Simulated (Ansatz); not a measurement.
For rock-salt NiO, r²SCAN in Ansatz (plane waves, PAW) gives:

- band gap at the measured cell: 2.36 eV
- magnetic moment: 1.57 μB

Question: What does HSE06 (Ansatz, an electronic-structure program, PAW) give for the same quantities?

Answer: 
- band gap at the measured cell: 4.54 eV (increases by 2.18 eV)
- magnetic moment: 1.68 μB (grows by 0.11 μB)

Changes are worked out from the printed values.

Unless a cell is named, each level is at its own relaxed cell.

Density-functional gaps are differences of (generalised) Kohn–Sham levels.

Spin-polarised runs: r²SCAN (opposed moments), HSE06 (opposed moments).

Ansatz's density-functional and Hartree–Fock values are scalar-relativistic unless marked +SOC, with PAW data made under PBE.
